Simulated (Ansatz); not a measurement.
# Elastic constant C12 of hcp Hf at several levels of theory

No measured value is used here.

```csv
level (code),value (GPa),cell (Å³/atom)
LDA (Ansatz),80.7,20.83
BLYP (Ansatz),66.1,23.12
PBE (Ansatz),69.5,22.53
PBEsol (Ansatz),73.1,21.61
revPBE (Ansatz),66.6,22.97
RPBE (Ansatz),65.5,23.14
PBE-D3(BJ) (Ansatz),71.9,21.84
r²SCAN (Ansatz),72.7,22.32
r²SCAN+rVV10 (Ansatz),73.8,22.09
HSE06 (Ansatz),66.8,22.77
```

Density-functional levels without +SOC have no spin–orbit coupling. PBE-D3(BJ): the dispersion coefficients are held fixed in the derivatives. HSE06: hybrids on metals are sensitive to the k mesh. HSE06: the run warned that the count of filled bands differs between k points. Values are at the level's own equilibrium cell; r²SCAN at the measured cell. Cutoffs and k meshes differ between the levels. Ansatz's density-functional and Hartree–Fock values are scalar-relativistic unless marked +SOC, with PAW data made under PBE.

Ansatz is a quantum-chemistry and plane-wave program.
